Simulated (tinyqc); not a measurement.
Inside a calculation. Method: ROHF in the sto-3g basis, for LiH+, spin multiplicity 2. One step of it, computed by the program tinyqc.

Problem. Iteration 1: building the Fock matrix. J_ij = sum D_kl (ij|kl) with D = D(alpha) + D(beta), K_ij = sum D_kl (ik|jl) for each spin; F = H + J - K(s); E = tr D H + tr D J / 2 - 0.5 sum_s tr D(s) K(s) + E_nn.

D(alpha) at the start, order 1Li 1s, 1Li 2s, 1Li 2px, 1Li 2py, 1Li 2pz, 2H 1s:
$$\begin{pmatrix}
0.040642 & -0.220677 & 0.000000 & 0.000000 & 0.004167 & 0.121337 \\
-0.220677 & 1.263031 & 0.000000 & 0.000000 & 0.275208 & -0.901279 \\
0.000000 & 0.000000 & 0.000000 & 0.000000 & 0.000000 & 0.000000 \\
0.000000 & 0.000000 & 0.000000 & 0.000000 & 0.000000 & 0.000000 \\
0.004167 & 0.275208 & 0.000000 & 0.000000 & 1.369148 & -1.101747 \\
0.121337 & -0.901279 & 0.000000 & 0.000000 & -1.101747 & 1.269241
\end{pmatrix}$$

D(beta) at the start, order 1Li 1s, 1Li 2s, 1Li 2px, 1Li 2py, 1Li 2pz, 2H 1s:
$$\begin{pmatrix}
0.005106 & -0.044733 & 0.000000 & 0.000000 & -0.077646 & 0.078876 \\
-0.044733 & 0.391913 & 0.000000 & 0.000000 & 0.680272 & -0.691049 \\
0.000000 & 0.000000 & 0.000000 & 0.000000 & 0.000000 & 0.000000 \\
0.000000 & 0.000000 & 0.000000 & 0.000000 & 0.000000 & 0.000000 \\
-0.077646 & 0.680272 & 0.000000 & 0.000000 & 1.180796 & -1.199503 \\
0.078876 & -0.691049 & 0.000000 & 0.000000 & -1.199503 & 1.218506
\end{pmatrix}$$

core Hamiltonian H = T + V (hartree), order 1Li 1s, 1Li 2s, 1Li 2px, 1Li 2py, 1Li 2pz, 2H 1s:
$$\begin{pmatrix}
-4.739120 & -1.064881 & 0.000000 & 0.000000 & -0.016322 & -0.309532 \\
-1.064881 & -1.397074 & 0.000000 & 0.000000 & -0.122769 & -0.700054 \\
0.000000 & 0.000000 & -1.136830 & 0.000000 & 0.000000 & 0.000000 \\
0.000000 & 0.000000 & 0.000000 & -1.136830 & 0.000000 & 0.000000 \\
-0.016322 & -0.122769 & 0.000000 & 0.000000 & -1.235494 & -0.843823 \\
-0.309532 & -0.700054 & 0.000000 & 0.000000 & -0.843823 & -1.462917
\end{pmatrix}$$

Two-electron integrals (ij|kl) in chemists' order, unique and non-zero (hartree):
```
(11|11) 1.680395   (21|11) 0.265420   (21|21) 0.049941   (22|11) 0.397727
(22|21) 0.092860   (22|22) 0.290562   (31|31) 0.008981   (32|31) 0.013788
(32|32) 0.064184   (33|11) 0.396640   (33|21) 0.092880   (33|22) 0.290497
(33|33) 0.312946   (41|41) 0.008981   (42|41) 0.013788   (42|42) 0.064184
(43|43) 0.016869   (44|11) 0.396640   (44|21) 0.092880   (44|22) 0.290497
(44|33) 0.279207   (44|44) 0.312946   (51|51) 0.008981   (52|51) 0.013788
(52|52) 0.064184   (53|53) 0.016869   (54|54) 0.016869   (55|11) 0.396640
(55|21) 0.092880   (55|22) 0.290497   (55|33) 0.279207   (55|44) 0.279207
(55|55) 0.312946   (61|11) 0.072945   (61|21) 0.013792   (61|22) 0.026079
(61|33) 0.025772   (61|44) 0.025772   (61|51) 0.001629   (61|52) 0.003145
(61|55) 0.026706   (61|61) 0.004163   (62|11) 0.152383   (62|21) 0.035912
(62|22) 0.116571   (62|33) 0.110821   (62|44) 0.110821   (62|51) 0.005865
(62|52) 0.033882   (62|55) 0.127947   (62|61) 0.011808   (62|62) 0.074884
(63|31) 0.003066   (63|32) 0.013761   (63|53) 0.005384   (63|63) 0.005736
(64|41) 0.003066   (64|42) 0.013761   (64|54) 0.005384   (64|64) 0.005736
(65|11) 0.183383   (65|21) 0.043717   (65|22) 0.147476   (65|33) 0.137635
(65|44) 0.137635   (65|51) 0.009132   (65|52) 0.051826   (65|55) 0.166975
(65|61) 0.015026   (65|62) 0.104236   (65|65) 0.147543   (66|11) 0.331717
(66|21) 0.079610   (66|22) 0.282010   (66|33) 0.257595   (66|44) 0.257595
(66|51) 0.015415   (66|52) 0.106056   (66|55) 0.330432   (66|61) 0.027515
(66|62) 0.223775   (66|65) 0.324298   (66|66) 0.774606
```

nuclear repulsion = 0.99907592 hartree

Give: Coulomb J; exchange K(alpha); exchange K(beta); F(alpha); F(beta); total energy of this density.

Solution.

Coulomb J (hartree), order 1Li 1s, 1Li 2s, 1Li 2px, 1Li 2py, 1Li 2pz, 2H 1s:
$$\begin{pmatrix}
1.1307 & 0.2641 & 0.0000 & 0.0000 & 0.0033 & 0.0764 \\
0.2641 & 0.8525 & 0.0000 & 0.0000 & 0.0393 & 0.4142 \\
0.0000 & 0.0000 & 0.8263 & 0.0000 & 0.0000 & 0.0000 \\
0.0000 & 0.0000 & 0.0000 & 0.8263 & 0.0000 & 0.0000 \\
0.0033 & 0.0393 & 0.0000 & 0.0000 & 0.9043 & 0.5545 \\
0.0764 & 0.4142 & 0.0000 & 0.0000 & 0.5545 & 1.2154
\end{pmatrix}$$

exchange K(alpha) (hartree), order 1Li 1s, 1Li 2s, 1Li 2px, 1Li 2py, 1Li 2pz, 2H 1s:
$$\begin{pmatrix}
0.0211 & 0.0175 & 0.0000 & 0.0000 & -0.0092 & -0.0017 \\
0.0175 & 0.2349 & 0.0000 & 0.0000 & -0.1251 & -0.0031 \\
0.0000 & 0.0000 & 0.0698 & 0.0000 & 0.0000 & 0.0000 \\
0.0000 & 0.0000 & 0.0000 & 0.0698 & 0.0000 & 0.0000 \\
-0.0092 & -0.1251 & 0.0000 & 0.0000 & 0.2320 & 0.0183 \\
-0.0017 & -0.0031 & 0.0000 & 0.0000 & 0.0183 & 0.2209
\end{pmatrix}$$

exchange K(beta) (hartree), order 1Li 1s, 1Li 2s, 1Li 2px, 1Li 2py, 1Li 2pz, 2H 1s:
$$\begin{pmatrix}
0.0086 & 0.0079 & 0.0000 & 0.0000 & -0.0014 & -0.0025 \\
0.0079 & 0.0361 & 0.0000 & 0.0000 & 0.0230 & 0.0049 \\
0.0000 & 0.0000 & 0.0194 & 0.0000 & 0.0000 & 0.0000 \\
0.0000 & 0.0000 & 0.0000 & 0.0194 & 0.0000 & 0.0000 \\
-0.0014 & 0.0230 & 0.0000 & 0.0000 & 0.1025 & 0.0085 \\
-0.0025 & 0.0049 & 0.0000 & 0.0000 & 0.0085 & 0.2029
\end{pmatrix}$$

F(alpha) (hartree), order 1Li 1s, 1Li 2s, 1Li 2px, 1Li 2py, 1Li 2pz, 2H 1s:
$$\begin{pmatrix}
-3.6294 & -0.8182 & 0.0000 & 0.0000 & -0.0038 & -0.2314 \\
-0.8182 & -0.7794 & 0.0000 & 0.0000 & 0.0417 & -0.2828 \\
0.0000 & 0.0000 & -0.3803 & 0.0000 & 0.0000 & 0.0000 \\
0.0000 & 0.0000 & 0.0000 & -0.3803 & 0.0000 & 0.0000 \\
-0.0038 & 0.0417 & 0.0000 & 0.0000 & -0.5631 & -0.3076 \\
-0.2314 & -0.2828 & 0.0000 & 0.0000 & -0.3076 & -0.4684
\end{pmatrix}$$

F(beta) (hartree), order 1Li 1s, 1Li 2s, 1Li 2px, 1Li 2py, 1Li 2pz, 2H 1s:
$$\begin{pmatrix}
-3.6170 & -0.8086 & 0.0000 & 0.0000 & -0.0116 & -0.2306 \\
-0.8086 & -0.5807 & 0.0000 & 0.0000 & -0.1064 & -0.2908 \\
0.0000 & 0.0000 & -0.3299 & 0.0000 & 0.0000 & 0.0000 \\
0.0000 & 0.0000 & 0.0000 & -0.3299 & 0.0000 & 0.0000 \\
-0.0116 & -0.1064 & 0.0000 & 0.0000 & -0.4337 & -0.2978 \\
-0.2306 & -0.2908 & 0.0000 & 0.0000 & -0.2978 & -0.4504
\end{pmatrix}$$

total energy of this density = -1.138942 hartree
